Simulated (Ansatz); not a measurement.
# CHFO (SMILES O=CF): CCSDT(Q)/STO-3G

What is the energy change on altering one bond length of CHFO at CCSDT(Q)/STO-3G? 

The calculation is run with Ansatz 0.2.0.

73 further runs of the same task are left out: 73 set aside as unsound or not needed.

### Step 1. The system as given

CHFO: 4 atoms, total charge 0, spin state singlet. SMILES: `O=CF`. The coordinates come from a GFN2-xTB relaxation.

Bond lengths: O1–C2 1.171 Å, C2–F3 1.341 Å, C2–H4 1.098 Å. Angles: O1–C2–F3 122.3°, O1–C2–H4 129.0°, F3–C2–H4 108.7°.

### Step 2. The energy at CCSDT(Q)/STO-3G

job.yaml

```yaml
crystal:
  periodic: [false, false, false]
  atoms:
    - {symbol: O, position_ang: [-0.889680, 0.196020, 0.829980]}
    - {symbol: C, position_ang: [-0.049740, 0.073340, 0.022930]}
    - {symbol: F, position_ang: [0.584370, -1.090860, -0.181350]}
    - {symbol: H, position_ang: [0.355050, 0.821510, -0.671560]}
basis:
  gaussian:
    orbitals: STO-3G
scf:
  omitted_lower_state_checks: [cluster_reference, increment]
correlation:
  method: ccsdt_q
  frozen_orbitals: {C: 1, F: 1, H: 0, O: 1}
accuracy: high
```

Started as:

```bash
$ ansatz run job.yaml --threads 1 --pin off --max-ram 2610MiB --events-out events.jsonl --progress --plain --runs-dir runs
```

Standard output, shortened:

```text
Warning: RAYON_NUM_THREADS=1 ignored (pool sized by the plan → 1); use --threads N
Functional definition: HF
  name "HF"
[...]
273 factors; integrals over basis functions are off by at most 3.4e-8 eV
[...]
mean field -5709.67407563 eV, -209.8266521235 hartree, gradient 1.5e-8 eV, S^2 0.000000; 0 other end points of the search recorded, 0 dependent functions left out; unrestricted orbitals would lower it
3 core orbitals not correlated: weight in the atoms' cores, before any rotation towards them, 1.000 or more for the frozen orbitals, at most 0.000 for the correlated occupied ones
reference -5709.67407563 eV, -209.8266521235 hartree; 9, 9 occupied and 4, 4 virtual orbitals, 273 factors
second order -3.56680892 eV of doubles, -0.00000000 eV of singles
cycle   1  -3.85028309 eV  change   -2.8e-1 eV  update   9.0e-2
[...]
cycle  25  -4.33763994 eV  change    1.5e-9 eV  update  3.7e-10
perturbative correction -0.00614598 eV, -0.0002258607 hartree
Total energy: -5714.01786156 eV, -209.9862833119 hartree
Checks for a lower state left out: cluster_reference, increment
```

Wall time 0.34 s (1 thread of Arm Neoverse V1, shared host).

### Step 3. The distorted shape

job.yaml

```yaml
crystal:
  periodic: [false, false, false]
  atoms:
    - symbol: O
      position_ang: [-0.990883, 0.008968, 1.003612]
    - symbol: C
      position_ang: [-0.150943, -0.113712, 0.196562]
    - symbol: F
      position_ang: [0.483167, -1.277912, -0.007718]
    - symbol: H
      position_ang: [0.355050, 0.821510, -0.671560]
basis:
  gaussian: {orbitals: STO-3G}
magnetization: {spin_polarized: false}
correlation: {method: ccsdt_q, frozen_orbitals: {C: 1, F: 1, H: 0, O: 1}}
accuracy: high
scf: {omitted_lower_state_checks: [cluster_reference, increment]}
```

Started as:

```bash
$ ansatz run job.yaml --threads 1 --pin off --max-ram 2610MiB --events-out events.jsonl --progress --plain --runs-dir runs
```

Standard output, shortened:

```text
Warning: RAYON_NUM_THREADS=1 ignored (pool sized by the plan → 1); use --threads N
Functional definition: HF
  name "HF"
[...]
273 factors; integrals over basis functions are off by at most 3.4e-8 eV
[...]
mean field -5708.67732511 eV, -209.7900222175 hartree, gradient 1.4e-8 eV, S^2 0.000000; 0 other end points of the search recorded, 0 dependent functions left out; unrestricted orbitals would lower it
3 core orbitals not correlated: weight in the atoms' cores, before any rotation towards them, 1.000 or more for the frozen orbitals, at most 0.000 for the correlated occupied ones
reference -5708.67732511 eV, -209.7900222175 hartree; 9, 9 occupied and 4, 4 virtual orbitals, 273 factors
second order -3.85410981 eV of doubles, -0.00000000 eV of singles
cycle   1  -4.15755945 eV  change   -3.0e-1 eV  update   1.0e-1
[...]
cycle  25  -4.75691887 eV  change  -5.3e-10 eV  update  4.4e-10
perturbative correction -0.00575666 eV, -0.0002115533 hartree
Total energy: -5713.44000064 eV, -209.9650473149 hartree
Checks for a lower state left out: cluster_reference, increment
```

It took 0.34 s on 1 thread of Arm Neoverse V1, shared host.

### Step 4. What came out

Level: CCSDT(Q)/STO-3G, 3 core orbitals frozen.

| quantity | value |
| --- | --- |
| first shape: total energy | -209.98628 Eh |
| first shape: correlation energy (3 core orbitals frozen) | -159.6 mEh |
| first shape: T1 diagnostic | 0.014 |
| distorted shape: total energy | -209.96505 Eh |
| distorted shape: correlation energy (3 core orbitals frozen) | -175.0 mEh |
| distorted shape: T1 diagnostic | 0.015 |
| energy change with the C2–H4 bond stretched from 1.098 to 1.373 Å | 0.578 eV |

What this shows: With the C2–H4 bond stretched from 1.098 to 1.373 Å the energy rises by 0.58 eV (13.3 kcal/mol). The first shape isn't relaxed at this level, so the change isn't measured from a minimum. The minimal basis adds a large error of its own. The restricted solution (first shape) is unstable to spin breaking: an unrestricted one lies lower. The restricted solution (distorted shape) is unstable to spin breaking: an unrestricted one lies lower.
